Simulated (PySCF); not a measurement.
**Al₂: bond curves at several levels of theory**

What are the lowest state that PBE0 finds, the bond length, vibrational wavenumber and bond energy of Al₂, and how much do these hang on the method?

Program: PySCF 2.14.0. Level of theory: Al def2-SVP, no relativity. These are calculated values, not measurements.

### 1 The job

Settings of the job:

```yaml
atoms: Al, Al
charge: 0
basis: Al def2-SVP
Hamiltonian: no relativity
basis_functions: 36
electrons_treated: 26
masses_in_u: 26.9815, 26.9815
levels: PBE0, PBE, r²SCAN, revPBE, B97-3, M06, LC-ωPBE, HF, MP2, SCS-MP2, CCSD, CCSD(T)
grid: 80 radial by 434 angular points
occupations: held fixed by the projection of orbital angular momentum
dissociation_limit: Al + Al, each in its ground configuration
starting_distance_in_angstrom: 2.390
values_of_2S_to_try: 0, 2
```

Run with:

```console
OMP_NUM_THREADS=1 python dia.py task.json out
```

The runs that follow: PBE0 along the bond; Other states along the same grid; PBE (GGA); r²SCAN (meta-GGA); revPBE; B97-3; M06; LC-ωPBE (range-separated hybrid); UHF (mean field); MP2 and coupled cluster.

What does the calculation give? Wanted: for each run, Re; ωe; De.

**Answer**, as computed:

Lowest PBE0 solution found, without spin–orbit coupling: ³Πu (triplet), unpaired electrons σ ↑, π ↑. State 2 has its PBE0 minimum 0.05 eV higher. State 3 has its PBE0 minimum 0.11 eV higher, as a spin-mixed determinant (⟨S²⟩ = 1.03), so this is no gap between pure states. State 4 has its PBE0 minimum 0.23 eV higher, as a spin-mixed determinant (⟨S²⟩ = 1.01), so this is no gap between pure states. The other levels ran on the lowest alone.

```tsv
level	Re (Å)	ωe (cm⁻¹)	De (eV)
UHF	2.743	280.8	0.75
UHF-MP2	2.694	301	1.19
UHF-SCS-MP2	2.689	305	1.08
UHF-CCSD	2.695	296.6	1.18
UHF-CCSD(T)	2.694	296.7	1.27
PBE	2.755	261.0	1.63
revPBE	2.771	256.1	1.52
r²SCAN	2.736	272.2	1.61
PBE0	2.728	275.8	1.51
B97-3	2.734	273.5	1.44
M06	2.717	272.1	1.49
LC-ωPBE	2.675	306	1.27
```

De is counted to Al + Al in their ground configurations.

Differences from CCSD(T) in the same basis:

```tsv
level	Re (mÅ)	ωe (%)
UHF	+49	-5.3
UHF-MP2	0	+1.4
UHF-SCS-MP2	-5	+2.8
UHF-CCSD	+1	0.0
PBE	+61	-12.0
revPBE	+77	-13.7
r²SCAN	+42	-8.2
PBE0	+34	-7.0
B97-3	+40	-7.8
M06	+23	-8.3
LC-ωPBE	-19	+3.2
```

In words: Judged by CCSD(T) in the same basis: best bond length UHF-MP2 (0 mÅ), worst revPBE (+77 mÅ); best wavenumber UHF-CCSD (0.0 %), worst revPBE (-13.7 %). CCSD(T) in a basis this small is itself some way from its limit, more so than the functionals. Of the levels with a De here, UHF gives the least (0.75 eV) and PBE the most (1.63 eV).

Correlated steps freeze 10 core orbitals.
